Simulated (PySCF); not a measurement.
**HBS: adding exact exchange**

Base calculation in PySCF with density fitting and no spin–orbit coupling, PBE/def2-TZVP (no relativity): singlet, C∞v, B–H 1.181 Å, B–S 1.609 Å; H–B–S 180.0°; wavenumbers 699 (×2), 1167, 2773 cm⁻¹; dipole moment 1.24 D, gap between the highest occupied and lowest empty levels 5.23 eV, polar-tensor charge of B 0.31 e, atomisation energy (no zero-point energy) 1069 kJ/mol.

Problem. What changes on going to PBE0/def2-TZVP (no relativity)?

Solution. The point group stays the same. Changes: mean bond to B -0.009 Å, smallest bond angle 0.0 degrees, highest wavenumber +60 cm⁻¹, lowest wavenumber +31 cm⁻¹, dipole moment +0.18 D, gap between the highest occupied and lowest empty levels +2.12 eV, polar-tensor charge of B +0.06 e, atomisation energy (no zero-point energy) -25 kJ/mol. The new structure has B–H 1.175 Å, B–S 1.598 Å; H–B–S 180.0°, with wavenumbers 730 (×2), 1205, 2833 cm⁻¹. Exact exchange shortens and stiffens the bonds and opens the gap, the usual pattern.

Each species is the lowest minimum found with this bonding; other isomers or fragments can lie lower.
